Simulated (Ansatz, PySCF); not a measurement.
Molecule: C3H5, charge 0, multiplicity 2. It need not be the lowest isomer of its formula. 
Geometry from a B3LYP-D3(BJ)/def2-TZVP (Ansatz, an electronic-structure program) optimisation:
```
C
C 1 1.3046
H 2 1.0851 1 122.58
H 2 1.0936 3 116.06 1 -180.00
C 1 1.4640 2 140.56 3 180.00
H 5 1.0927 1 111.28 2 120.10
H 5 1.0927 6 107.46 1 -122.05
H 5 1.0997 6 107.90 7 -116.11
```
Charge 0, spin multiplicity 2.

Property: atomisation energy (electronic, to ground-state atoms), in kcal/mol. Valence correlation only, unless marked. UHF or UKS for open shells. Spin-orbit coupling is left out. Non-relativistic. The coupled-cluster limit lacks core correlation, which all-electron functionals hold. Basis-set limits of correlation are two-point, X^-3; Hartree-Fock from the larger set. [CCSD(T)-MP2]/basis is that difference in the basis named.

```json
[
 {"level": "BLYP-D4/def2-TZVPD", "program": "Ansatz + dftd4", "atomisation energy (kcal/mol)": "748.0", "minus last row": "4.2"},
 {"level": "BP86/def2-TZVPD", "program": "PySCF", "atomisation energy (kcal/mol)": "770.5", "minus last row": "26.7"},
 {"level": "TPSS-D4/def2-TZVPD", "program": "PySCF + dftd4", "atomisation energy (kcal/mol)": "757.3", "minus last row": "13.5"},
 {"level": "B97M-V/def2-TZVPD", "program": "Ansatz", "atomisation energy (kcal/mol)": "748.4", "minus last row": "4.6"},
 {"level": "r2SCANh/def2-TZVPD", "program": "Ansatz", "atomisation energy (kcal/mol)": "748.0", "minus last row": "4.2"},
 {"level": "M06-2X/def2-TZVPD", "program": "PySCF", "atomisation energy (kcal/mol)": "745.2", "minus last row": "1.4"},
 {"level": "wB97X-V/def2-TZVPD", "program": "Ansatz", "atomisation energy (kcal/mol)": "744.6", "minus last row": "0.8"},
 {"level": "MP2/aug-cc-pVDZ", "program": "Ansatz", "atomisation energy (kcal/mol)": "699.9", "minus last row": "-43.9"},
 {"level": "CCSD(T)/STO-3G", "program": "Ansatz", "atomisation energy (kcal/mol)": "770.1", "minus last row": "26.3"},
 {"level": "RI-MP2/CBS(cc-pVTZ,cc-pVQZ)+[CCSD(T)-MP2]/cc-pVTZ", "program": "Ansatz", "atomisation energy (kcal/mol)": "743.8", "minus last row": "0.0"}
]
```

The UHF reference is spin-contaminated (<S^2> 0.16 over the pure value in the largest basis).
